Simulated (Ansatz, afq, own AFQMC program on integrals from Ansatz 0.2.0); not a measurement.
Integrals from Ansatz 0.2.0, then the random walk in our own AFQMC program (afq).

```yaml
crystal:
  periodic: [false, false, false]
  atoms:
    - {symbol: Ge, position_ang: [0.000000, 0.000000, 1.430501]}
    - {symbol: N, position_ang: [0.000000, 0.000000, -0.213910]}
    - {symbol: H, position_ang: [0.000000, 0.000000, -1.216591]}
basis:
  gaussian: {orbitals: cc-pVDZ}
magnetization: {spin_polarized: true, initial_magnetization: 0}
correlation: {method: ccsd_t, electrons: outside_noble_gas, hamiltonian_folder: ham}
```

```sh
$ ansatz run in.yaml --threads 1 --pin off --events-out ev --progress --plain --max-ram 1843MiB
```

Options of the walk:

```
--method phaseless --trial cisd --walkers 100 --populations 1 --least-time 40 --time-step 0.005 --steps-per-block 50 --equilibration-blocks 28 --max-blocks 300 --target-error 0.00038 --factor-cut 1e-05 --start spin_pure --seed 6742 --release-times 0.24,0.51,0.99,1.62,2.4 --release-step 0.03 --release-every 4 --taylor-order 6
```

Times are imaginary, in 1/Eh. The walk had a cap of 512 s. Filled inner d shells are frozen with the cores.

Log:

```
orbitals 31  electrons 5 5  factors 237 of 509
reference energy -2130.33522597 Eh
CCSD correlation -0.26800863 Eh in 11 cycles, weight of the determinant in the CISD state 0.8627
energy of the start -2130.603234 Eh
 block  time / (1/Eh)  mean weight  energy / Eh
     1     0.250  1.0000  -2130.599601
     2     0.500  1.0008  -2130.601649
     3     0.750  1.0003  -2130.608226
     4     1.000  1.0003  -2130.609708
     5     1.250  0.9998  -2130.606989
    10     2.500  1.0008  -2130.630384
    43    10.750  0.9994  -2130.635752
    57    14.250  1.0007  -2130.637674
    78    19.500  0.9994  -2130.612456
   113    28.250  1.0016  -2130.616306
   148    37.000  0.9989  -2130.610379
   183    45.750  1.0001  -2130.617317
   218    54.500  0.9999  -2130.602822
   253    63.250  0.9991  -2130.612658
   288    72.000  0.9996  -2130.617199
   302    75.500  0.9991  -2130.615538
blocks merged  error / Eh  count
     1  0.000547  278
     2  0.000655  139
     4  0.000801  69
     8  0.000943  34
    16  0.001107  17
    32  0.001216  8
released: time / (1/Eh)  energy / Eh  error  mean overlap
  0.24  -2130.617990  0.000956  1.0065
  0.51  -2130.618410  0.000691  1.0015
  0.99  -2130.617434  0.000726  1.0078
  1.62  -2130.617699  0.000657  1.0206
  2.40  -2130.618084  0.000861  1.0359
energy -2130.619119 +/- 0.001107 Eh
(rows thinned)
```

The run passed its tests (sampling time, drift between the halves within three errors, error under three times the target), which doesn't prove that it has relaxed, ending at its cap on processor time. The second half of the sampling lies above the first by 2.0 errors of their difference, so the energy may still be moving and its error bar be too small.

Against this walk (error 30.1 meV) on the same determinant: CCSD(T) 71.4 meV higher. The error is statistical and leaves out the bias of the constraint. Released to 2.40 1/Eh the energy moves by 28 ± 38 meV (both errors), within twice the noise.

Cautions: constraint bias not in the error; error above the target (30.1 against 10.3 meV); no relativity below Rb; no spin-orbit coupling; inner d shell frozen; higher spins were not checked; the determinant is a saddle point among determinants of its kind; raised T1 diagnostic (T1 0.029, weight of the determinant 0.86, largest double 0.10); the bias of populations of 100 walkers isn't removed.

The walk took 8.5 min on 1 thread of Arm Neoverse V1 (shared host). The log's last line is the phaseless energy.

A walk keeps the symmetry of its determinant, which the program's search chose and which needn't be the lowest solution, so a lower state of the same spin and another symmetry isn't excluded.
